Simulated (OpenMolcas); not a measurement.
# CH3F (SMILES CF): levels of theory compared

We compute a comparison of 6 runs (HF/STO-3G, HF/3-21G, HF/def2-SVP, MP2/STO-3G, CISD/aug-pc-1, CCSD/6-31++G**) of CH3F. 

The results are computed with OpenMolcas 26.06.

## 1. The system as given

The species is CH3F (5 atoms), meant as a singlet with charge 0. As SMILES, `CF`. Geometry: relaxed at PBE0-D4/def2-TZVP.

Bond lengths: C1–F2 1.376 Å, C1–H3 1.092 Å, C1–H4 1.092 Å, C1–H5 1.092 Å. Angles: F2–C1–H3 109.1°, F2–C1–H4 109.1°, F2–C1–H5 109.1°, H3–C1–H4 109.9°, H3–C1–H5 109.9°, H4–C1–H5 109.9°.

## 2. Energy and gradient at HF/STO-3G (run 1)

test.input

```
* CH3F Hartree-Fock

&GATEWAY
  BasLib = $CurrDir
  Coord
  5
  angstrom
  C       -0.050700       0.032900       0.007800
  F        1.094100      -0.710500      -0.168600
  H       -0.918700      -0.626900      -0.058000
  H       -0.104800       0.796000      -0.772000
  H       -0.019800       0.508500       0.990700
  Basis = STO-3G
  Group = NoSym

&SEWARD

&SCF
  Thresholds = 1e-10 1e-07 1e-07 1e-05
  PrOrbitals = 0

&ALASKA
```

The basis set STO-3G is read from a file made from the Basis Set Exchange's data (not shown).

On the command line:

```bash
$ export MOLCAS_MEM=1860
$ pymolcas test.input > test.log
```

Standard output:

```text
--- Start Module: gateway ---
[...]
--- Stop Module: gateway /rc=_RC_ALL_IS_WELL_ ---
[...]
      Basis functions           13
[...]
--- Start Module: scf ---
[...]
       Convergence after   9 Iterations
[...]
::    Total SCF energy                               -137.1684164679
[...]
      Total spin, S                                     0.0000000000
[...]
      Total electronic charge=   18.000000
      Total            charge=   -0.000000
[...]
      Dipole Moment (debye):
      Origin of the operator (angstrom)=    0.5622   -0.3651   -0.0866
                   X= -9.5557E-01               Y=  6.2051E-01               Z=  1.4723E-01           Total=  1.1488E+00
      Quadrupole Moment (debye*angstrom):
[...]
--- Stop Module: scf /rc=_RC_ALL_IS_WELL_ ---
--- Start Module: alaska ---
[...]
 *              Molecular gradients               *
 **************************************************
  Irreducible representation: a
 ------------------------------------------------------------------------------------------
                              X                       Y                       Z
 ------------------------------------------------------------------------------------------
  C1               -5.96913993165860E-03    3.77220147752411E-03    9.35609682183647E-04
  F2               -1.15291068174557E-02    7.48613666410947E-03    1.78109134777049E-03
  H3                6.74815801482653E-03   -2.42276630750138E-03   -7.25797196681310E-04
  H4                5.43410892231821E-03   -4.62683319470658E-03    3.55321885680659E-04
  H5                5.31597981195930E-03   -4.20873863941584E-03   -2.34622571895349E-03
 ------------------------------------------------------------------------------------------
--- Stop Module: alaska /rc=_RC_ALL_IS_WELL_ ---
[...]
```

It took 1.9 s on 1 thread of Arm Neoverse V2, shared host; peak memory 0.37 GiB.

## 3. Energy and forces at HF/3-21G (run 2)

mol.xyz

```xyz
5

C     -0.050700     0.032900     0.007800
F      1.094100    -0.710500    -0.168600
H     -0.918700    -0.626900    -0.058000
H     -0.104800     0.796000    -0.772000
H     -0.019800     0.508500     0.990700
```

calc.inp

```
>>> EXPORT MOLCAS_PRINT=2

&GATEWAY
  BASLIB=$CurrDir
  COORD=mol.xyz
  BASIS=3-21G
  GROUP=NoSym

&SEWARD

&SCF
  THRESHOLDS=1e-10 1e-07 1e-07 1e-05
  PRORBITALS=1

&ALASKA
```

The basis set 3-21G is read from a file made from the Basis Set Exchange's data (not shown).

On the command line:

```bash
$ export MOLCAS_MEM=1860
$ pymolcas calc.inp > calc.log
```

Standard output:

```text
--- Start Module: gateway ---
[...]
--- Stop Module: gateway /rc=_RC_ALL_IS_WELL_ ---
[...]
      Basis functions           24
[...]
--- Start Module: scf ---
[...]
       Convergence after  11 Iterations
[...]
::    Total SCF energy                               -138.2809243389
[...]
      Total spin, S                                     0.0000000000
[...]
      Total electronic charge=   18.000000
      Total            charge=   -0.000000
[...]
      Dipole Moment (debye):
      Origin of the operator (angstrom)=    0.5622   -0.3651   -0.0866
                   X= -1.8542E+00               Y=  1.2040E+00               Z=  2.8571E-01           Total=  2.2291E+00
      Quadrupole Moment (debye*angstrom):
[...]
--- Stop Module: scf /rc=_RC_ALL_IS_WELL_ ---
--- Start Module: alaska ---
[...]
 *              Molecular gradients               *
 **************************************************
  Irreducible representation: a
 ------------------------------------------------------------------------------------------
                              X                       Y                       Z
 ------------------------------------------------------------------------------------------
  C1                1.95720984986982E-02   -1.27843130413234E-02   -3.00563590434377E-03
  F2               -1.96697326703816E-02    1.27725600099664E-02    3.03501311169851E-03
  H3               -4.94365042240164E-03   -7.45440361593208E-03   -9.82038054780310E-04
  H4                2.14309894955067E-03    5.00091303275485E-03   -7.24872810467070E-03
  H5                2.89818564453043E-03    2.46524361452227E-03    8.20138895209466E-03
 ------------------------------------------------------------------------------------------
--- Stop Module: alaska /rc=_RC_ALL_IS_WELL_ ---
[...]
```

Wall time 1.6 s (1 thread of Arm Neoverse V2, shared host); peak memory 0.37 GiB.

Runs 3 to 4 aren't shown in full; the table further down has their settings and results.

## 4. A single-point energy at CISD/aug-pc-1 (run 5)

coord.xyz

```xyz
5

C     -0.050700     0.032900     0.007800
F      1.094100    -0.710500    -0.168600
H     -0.918700    -0.626900    -0.058000
H     -0.104800     0.796000    -0.772000
H     -0.019800     0.508500     0.990700
```

test.input

```
* CH3F CISD
&GATEWAY
COORD = coord.xyz
BASIS = aug-pc-1
GROUP = NoSym
&SEWARD
&SCF
ITERATIONS = 50
CORE
S-GEK
PRORBITALS = 1 2
&MOTRA
FROZEN = 2
&GUGA
ELECTRONS = 14
SPIN = 1
INACTIVE = 7
ACTIVE = 0
CIALL = 1
&CPF
SDCI
```

On the command line:

```bash
$ export MOLCAS_MEM=1860
$ pymolcas test.input > test.log
```

Standard output:

```text
--- Start Module: gateway ---
[...]
--- Stop Module: gateway /rc=_RC_ALL_IS_WELL_ ---
[...]
      Basis functions           73
[...]
       Convergence after  13 Macro Iterations
[...]
::    Total SCF energy                               -139.0118885857
[...]
      Total spin, S                                     0.0000000000
[...]
      *** WARNING: Default frozen orbitals is overwritten by user input.
      *** Default values:   2
[...]
--- Start Module: guga ---
[...]
--- Stop Module: guga /rc=_RC_ALL_IS_WELL_ ---
--- Start Module: cpf ---
[...]
      Active orbitals                            0       0
[...]
      Spin quantum number                      0.0
[...]
     FINAL CI ENERGY          -139.34842918
     FINAL CORRELATION ENERGY   -0.33654060  REFERENCE ENERGY    -139.01188859
[...]
     REL. CI ENERGY           -139.34842918
[...]
      Total electronic charge=   18.000000
      Total            charge=    0.000000
[...]
      Dipole Moment (debye):
      Origin of the operator (angstrom)=    0.5622   -0.3651   -0.0866
                   X= -1.5546E+00               Y=  1.0094E+00               Z=  2.3953E-01           Total=  1.8690E+00
      Quadrupole Moment (debye*angstrom):
[...]
--- Stop Module: cpf /rc=_RC_ALL_IS_WELL_ ---
[...]
```

Run time: 6.6 s. Hardware: 1 thread of Arm Neoverse V2, shared host; peak memory 0.42 GiB.

## 5. A single-point energy at CCSD/6-31++G(d,p) (RICD fitting, spherical functions) (run 6)

mol.inp

```
>>> EXPORT MOLCAS_PRINT=2

&GATEWAY
 BasLib=$CurrDir
 Coord
 5
 angstrom
 C       -0.050700       0.032900       0.007800
 F        1.094100      -0.710500      -0.168600
 H       -0.918700      -0.626900      -0.058000
 H       -0.104800       0.796000      -0.772000
 H       -0.019800       0.508500       0.990700
 Basis=6-31ppGss
 Group=NoSym
 RICD

&SEWARD

&SCF
 PrOrbitals=0

&CHCC
 Frozen=2
```

The basis set 6-31++G** is read from a file made from the Basis Set Exchange's data (not shown).

On the command line:

```bash
$ export MOLCAS_MEM=1860
$ pymolcas mol.inp > mol.log
```

Standard output:

```text
--- Start Module: gateway ---
[...]
--- Stop Module: gateway /rc=_RC_ALL_IS_WELL_ ---
[...]
      Basis functions           54
[...]
--- Start Module: scf ---
[...]
       Convergence after  10 Iterations
[...]
::    Total SCF energy                               -139.0474937377
[...]
      Total spin, S                                     0.0000000000
[...]
      Total electronic charge=   18.000000
      Total            charge=   -0.000000
[...]
      Dipole Moment (debye):
      Origin of the operator (angstrom)=    0.5622   -0.3651   -0.0866
                   X= -1.8301E+00               Y=  1.1884E+00               Z=  2.8200E-01           Total=  2.2002E+00
      Quadrupole Moment (debye*angstrom):
[...]
--- Stop Module: scf /rc=_RC_ALL_IS_WELL_ ---
--- Start Module: chcc ---
[...]
--- Stop Module: chcc /rc=_RC_ALL_IS_WELL_ ---
[...]
```

It took 3.9 s on 1 thread of Arm Neoverse V2, shared host; peak memory 0.2 GiB.

## 6. The series

```csv
run,level,task,frozen core orbitals,energy (Eh),dipole moment (D) of the reference,HOMO energy (eV),LUMO energy (eV),wall time
1,HF/STO-3G,gradient,–,-137.168416,1.15,-11.33,16.28,1.9 s
2,HF/3-21G,gradient,–,-138.280924,2.23,-13.94,7.51,1.6 s
3,HF/def2-SVP,gradient,–,-138.929549,2.14,-14.34,5.07,1.9 s
4,MP2/STO-3G,energy,2,-137.236209,1.15,-11.33,16.28,1.5 s
5,CISD/aug-pc-1,energy,2,-139.348429,2.02,-14.43,0.83,6.6 s
6,"CCSD/6-31++G** (RICD fitting, spherical functions)",energy,2,-139.391386,2.20,-14.44,1.11,3.9 s
```

## 7. Results

```
                                          quantity          value
                               run 6: total energy  -139.39139 Eh
         run 6: dipole moment (mean-field density)         2.20 D
        run 6: HOMO energy (Hartree–Fock orbitals)      -14.44 eV
        run 6: LUMO energy (Hartree–Fock orbitals)        1.11 eV
      run 6: HOMO–LUMO gap (Hartree–Fock orbitals)       15.55 eV
run 6: correlation energy (2 core orbitals frozen)     -343.9 mEh
```

Over runs 1, 2, 3 the dipole moment (its size) runs from 1.15 D (HF/STO-3G) to 2.23 D (HF/3-21G). Over runs 1, 2, 3 the HOMO–LUMO gap runs from 19.41 eV (HF/def2-SVP) to 27.60 eV (HF/STO-3G). In runs 1, 4 the basis is minimal, so the values are rough. All runs together took 18 s, the longest 6.6 s.
